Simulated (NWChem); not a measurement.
**Ionisation of Si (-1)**

SMILES: [Si-]
```xyz
1

Si     0.0000     0.0000     0.0000
```
Charge -1, spin multiplicity 4.

The numbers come from NWChem runs, not from measurements.

Basis set: def2-TZVPD. −ε marks an orbital energy of the parent.

B3LYP has NWChem's definition, with VWN1-RPA local correlation. No SCF solution was tested for a lower state. Open-shell Hartree-Fock references start from PBE0 orbitals.

**Question.** One of these methods gave a first vertical ionisation energy of -1.30 eV. Which?
(A) −ε(alpha HOMO) of HF
(B) G0W0@PBE0
(C) −ε(alpha HOMO) of B3LYP
(D) −ε(alpha HOMO) of BP86

**Answer.** C, −ε(alpha HOMO) of B3LYP. The others give -1.78 (−ε(alpha HOMO) of BP86), 1.02 (G0W0@PBE0), 1.38 (−ε(alpha HOMO) of HF).
